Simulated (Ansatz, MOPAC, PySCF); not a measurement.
Process, species as SMILES: F[Se]F + 2 [H][H] (H2) -> 2 F (HF) + [SeH2] (H2Se)

Wanted: energy of full hydrogenation (enthalpy at 298 K), in kcal/mol. Terms: PM7 with its own dispersion and hydrogen-bond terms; non-relativistic; no spin-orbit coupling; dispersion terms only where a functional's name holds one. First-principles rows: single points at B3LYP-D3(BJ) geometries (Ansatz, a quantum-chemistry and plane-wave program), with unscaled harmonic terms from B3LYP/6-31G* (LANL2DZ past Ar) (Ansatz) at its own minima. Semi-empirical rows: MOPAC heats of formation at their own minima for 298 K.

| species | coefficient | E at BP86/def2-SVP (PySCF), Eh | E at wB97M-V/def2-TZVPD (Ansatz), Eh | H(298 K) - E, kcal/mol | heat of formation at PM7 (MOPAC), kcal/mol |
|---|---|---|---|---|---|
| F[Se]F | -1 | -2601.01150 | -2601.11837 | 5.04 | -101.99 |
| [H][H] (H2) | -2 | -1.17203 | -1.16077 | 8.44 | -32.01 |
| F (HF) | +2 | -100.35214 | -100.46200 | 7.76 | -61.94 |
| [SeH2] (H2Se) | +1 | -2402.72943 | -2402.60497 | 10.47 | -7.47 |

 1 Eh = 627.5095 kcal/mol.

Work the quantity out at each level.


- BP86/def2-SVP: the sum of coefficient times E is -0.07815 Eh, or -49.04 kcal/mol; the thermal terms add 4.07. Result: -45.0 kcal/mol.
- wB97M-V/def2-TZVPD: the sum of coefficient times E is -0.08906 Eh, or -55.89 kcal/mol; the thermal terms add 4.07. Result: -51.8 kcal/mol.
- PM7: the sum of coefficient times heat of formation is 34.66 kcal/mol; it needs no thermal term.
